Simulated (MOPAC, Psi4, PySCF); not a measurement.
Interaction energy of H3N ··· C6H6 (SMILES N and c1ccccc1). Monomers: optimised at B3LYP-D3(BJ) (def2-TZVP), held rigid. Orientation: lowest of the rigid-body minima from ten starts at GFN2-xTB. Only R, the distance of the centres of mass, is varied, so the lowest point isn't the relaxed dimer.

Levels: RKS-B3LYP/6-31G* = restricted B3LYP/6-31G*, spherical d, no counterpoise correction run with PySCF; PM3, restricted, heats of formation (MOPAC); RKS-BP86/6-31G* = restricted BP86/6-31G*, spherical d, no counterpoise correction (PySCF); SAPT0/jun-cc-pVDZ, frozen core (Psi4).

Interaction energies in kJ/mol; the last columns give the difference from SAPT0:

```
R / Å  RKS-B3LYP/6-31G*    PM3  RKS-BP86/6-31G*  SAPT0/jun-cc-pVDZ  RKS-B3LYP/6-31G* − SAPT0/jun-cc-pVDZ  PM3 − SAPT0/jun-cc-pVDZ  RKS-BP86/6-31G* − SAPT0/jun-cc-pVDZ
-----  ----------------  -----  ---------------  -----------------  ------------------------------------  -----------------------  -----------------------------------
2.62              45.66  21.96            43.78              40.35                                  5.31                   -18.40                                 3.43
2.87              14.03   4.30            14.51              11.31                                  2.72                    -7.01                                 3.19
3.06               3.00   0.32             4.51               1.20                                  1.80                    -0.88                                 3.31
3.25              -2.19  -1.12            -0.11              -3.50                                  1.31                     2.38                                 3.39
3.48              -4.39  -1.66            -2.06              -5.49                                  1.10                     3.83                                 3.44
3.68              -4.52  -1.72            -2.26              -5.69                                  1.17                     3.97                                 3.43
3.95              -3.70  -1.60            -1.85              -5.11                                  1.40                     3.51                                 3.26
4.26              -2.58  -1.39            -1.39              -4.14                                  1.56                     2.75                                 2.75
4.72              -1.54  -1.09            -1.15              -2.88                                  1.34                     1.79                                 1.73
5.43              -0.97  -0.74            -0.96              -1.68                                  0.71                     0.94                                 0.72
6.43              -0.61  -0.44            -0.63              -0.89                                  0.28                     0.46                                 0.26
7.78              -0.35  -0.23            -0.37              -0.45                                  0.10                     0.22                                 0.09
```

RKS-B3LYP/6-31G* is furthest from SAPT0/jun-cc-pVDZ at 2.62 (5.31 kJ/mol, above); its mean absolute difference over the points is 1.57 kJ/mol.

PM3 is furthest from SAPT0/jun-cc-pVDZ at 2.62 (-18.40 kJ/mol, below); its mean absolute difference over the points is 3.84 kJ/mol.

RKS-BP86/6-31G* is furthest from SAPT0/jun-cc-pVDZ at 3.48 (3.44 kJ/mol, above); its mean absolute difference over the points is 2.42 kJ/mol.
